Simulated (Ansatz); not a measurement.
HP–Ga–S⁺, triplet: reading a ladder of total energies

Geometry: that of the HP–Ga–S, doublet, kept fixed.

```xyz
4

P     0.0000   -0.3995    1.6302
Ga    0.0000   -0.3198   -0.6363
S     0.0000   -0.3085   -2.6554
H     0.0000    1.0278    1.6615
```

Basis cc-pVDZ; Ansatz 0.2.0. Only valence electrons are correlated (noble-gas cores and the filled d shells of p-block atoms frozen), which leaves 14 electrons in 44 orbitals. Prefix R: restricted or restricted open-shell reference; prefix U: unrestricted. No spin–orbit coupling is included, and no scalar relativity.

Full CI isn't at hand for all of this; UCCSDT(Q) serves as the reference, and is uncertain by about the last step of the cluster series.

Runs differ by some tens of microhartree through their thresholds and, for an open shell, their frozen cores, so steps under 0.03 kcal/mol mean nothing.

| level | total energy (hartree) |
| --- | --- |
| UHF | -2661.809760 |
| UMP2 | -2662.044114 |
| UCCSD | -2662.086690 |
| UCCSD(T) | -2662.095780 |
| UCCSDT | -2662.097468 |
| UCCSDT(Q) | -2662.098183 |

Problem. What is the correlation energy at UCCSDT(Q), and what share of it do UMP2 and UCCSD(T) recover?

Solution. E(corr) = -2662.098183 − (-2661.809760) = -0.288423 hartree = -7.848 eV. UMP2: -0.234354 / -0.288423 = 81.25 %. UCCSD(T): -0.286020 / -0.288423 = 99.17 %.

Problem. By how many kcal/mol does UCCSD(T) miss UCCSDT(Q) (1 hartree = 627.509 kcal/mol), and which steps make up the rest?

Solution. -2662.095780 − (-2662.098183) = 0.002403 hartree = 1.51 kcal/mol. Steps: UCCSDT − UCCSD(T) = -1.06, UCCSDT(Q) − UCCSDT = -0.45 kcal/mol. Differences between like states or geometries often cancel part of this.
